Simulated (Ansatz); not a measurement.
**C₈H₁₈: geometry optimisation**

Aim: relax C₈H₁₈ from a cheap starting geometry.

Program: Ansatz 0.2.0, Gaussian basis. Level of theory: RKS PBE0-D4/def2-TZVP. These are calculated values, not measurements.

Plan: relaxation at PBE0-D4/def2-TZVP.

1 further run of the same task is left out (set aside as unsound or not needed).

### Step 1. The starting structure

SMILES `CCCCCCCC`, 26 atoms, charge 0, spin multiplicity 1.

Atoms are counted from 1 here; the program's logs count them from 0.

Bond lengths: C1–C2 1.525 Å, C1–H9 1.088 Å, C1–H10 1.087 Å, C1–H11 1.088 Å, C2–C3 1.529 Å, C2–H12 1.093 Å, C2–H13 1.093 Å, C3–C4 1.528 Å, C3–H14 1.091 Å, C3–H15 1.093 Å, C4–C5 1.529 Å, C4–H16 1.091 Å, C4–H17 1.093 Å, C5–C6 1.528 Å, C5–H18 1.092 Å, C5–H19 1.093 Å, C6–C7 1.529 Å, C6–H20 1.093 Å and more. Angles: C2–C1–H9 110.4°, C2–C1–H10 111.1°, C2–C1–H11 110.4°, H9–C1–H10 108.5°, H9–C1–H11 108.4°, H10–C1–H11 108.1°, C1–C2–C3 113.1°, C1–C2–H12 108.7°, C1–C2–H13 109.4°, C3–C2–H12 108.6°, C3–C2–H13 109.4°, H12–C2–H13 107.5°, C2–C3–C4 113.1°, C2–C3–H14 108.8°, C2–C3–H15 108.7°, C4–C3–H14 109.8°, C4–C3–H15 108.6°, H14–C3–H15 107.7° and more.

Coordinates:

```xyz
26

C    -2.7563    2.3932   -0.2799
C    -1.4027    2.6805    0.3605
C    -0.5395    1.4288    0.5241
C    -0.0583    0.8544   -0.8072
C     0.9308   -0.2996   -0.6387
C     0.2933   -1.5464   -0.0271
C     1.1997   -2.7763   -0.0881
C     2.4407   -2.6488    0.7881
H    -3.2944    1.6397    0.2920
H    -2.6380    2.0328   -1.2984
H    -3.3605    3.2972   -0.3092
H    -1.5676    3.1214    1.3469
H    -0.8644    3.4154   -0.2431
H    -1.1130    0.6745    1.0656
H     0.3340    1.6822    1.1307
H    -0.9127    0.5047   -1.3894
H     0.4275    1.6518   -1.3760
H     1.7633    0.0339   -0.0164
H     1.3332   -0.5595   -1.6215
H    -0.6306   -1.7677   -0.5681
H     0.0305   -1.3538    1.0146
H     0.6261   -3.6477    0.2379
H     1.5030   -2.9503   -1.1236
H     3.0079   -3.5770    0.7772
H     2.1593   -2.4313    1.8167
H     3.0888   -1.8522    0.4323
```

The start is a GFN2-xTB geometry.

### Step 2. Geometry optimisation, PBE0-D4/def2-TZVP

Contents of in.yaml:

```yaml
crystal:
  periodic: [false, false, false]
  atoms:
    - {symbol: C, position_ang: [-2.756260, 2.393190, -0.279870]}
    - {symbol: C, position_ang: [-1.402730, 2.680470, 0.360500]}
    - {symbol: C, position_ang: [-0.539480, 1.428770, 0.524060]}
    - {symbol: C, position_ang: [-0.058270, 0.854440, -0.807180]}
    - {symbol: C, position_ang: [0.930830, -0.299560, -0.638700]}
    - {symbol: C, position_ang: [0.293250, -1.546420, -0.027090]}
    - {symbol: C, position_ang: [1.199660, -2.776260, -0.088120]}
    - {symbol: C, position_ang: [2.440670, -2.648800, 0.788130]}
    - {symbol: H, position_ang: [-3.294370, 1.639710, 0.292000]}
    - {symbol: H, position_ang: [-2.638020, 2.032850, -1.298440]}
    - {symbol: H, position_ang: [-3.360550, 3.297170, -0.309180]}
    - {symbol: H, position_ang: [-1.567630, 3.121440, 1.346910]}
    - {symbol: H, position_ang: [-0.864410, 3.415350, -0.243110]}
    - {symbol: H, position_ang: [-1.112970, 0.674480, 1.065620]}
    - {symbol: H, position_ang: [0.333950, 1.682220, 1.130730]}
    - {symbol: H, position_ang: [-0.912660, 0.504710, -1.389390]}
    - {symbol: H, position_ang: [0.427540, 1.651800, -1.375990]}
    - {symbol: H, position_ang: [1.763270, 0.033870, -0.016390]}
    - {symbol: H, position_ang: [1.333170, -0.559460, -1.621510]}
    - {symbol: H, position_ang: [-0.630580, -1.767660, -0.568130]}
    - {symbol: H, position_ang: [0.030530, -1.353770, 1.014630]}
    - {symbol: H, position_ang: [0.626060, -3.647710, 0.237890]}
    - {symbol: H, position_ang: [1.503030, -2.950310, -1.123580]}
    - {symbol: H, position_ang: [3.007900, -3.576960, 0.777220]}
    - {symbol: H, position_ang: [2.159270, -2.431330, 1.816740]}
    - {symbol: H, position_ang: [3.088800, -1.852210, 0.432270]}
basis:
  gaussian: {orbitals: def2-TZVP}
hamiltonian: {xc: pbe0, dispersion: d4}
relax: {f_tol: 0.005, max_steps: 150}
```

The run is started by

```bash
$ ansatz run in.yaml --threads 4 --pin off --events-out ev --progress --plain --max-ram 41984MiB --backend cuda --devices 0, --max-vram 37GiB
```

**Question.** What will the summary of the whole plan be? Wanted: point group; shift from the start; total energy; dispersion term; dipole moment.

**Answer**, as computed:

| quantity | value |
| --- | --- |
| point group | C2 |
| steps | 9 |
| shift from the start (rms) | 0.072 Å |
| total energy | -8583.3575 eV |
| dispersion term | -461 meV |
| dipole moment | 0.00 D |

What this shows: The relaxed geometry lies 0.07 Å (rms) from the start; the bond that changed most is C4–C5, from 1.529 to 1.523 Å. No vibrations were run, so it is not proven to be a minimum. The largest Mulliken charge, -0.40 e, sits on C8.
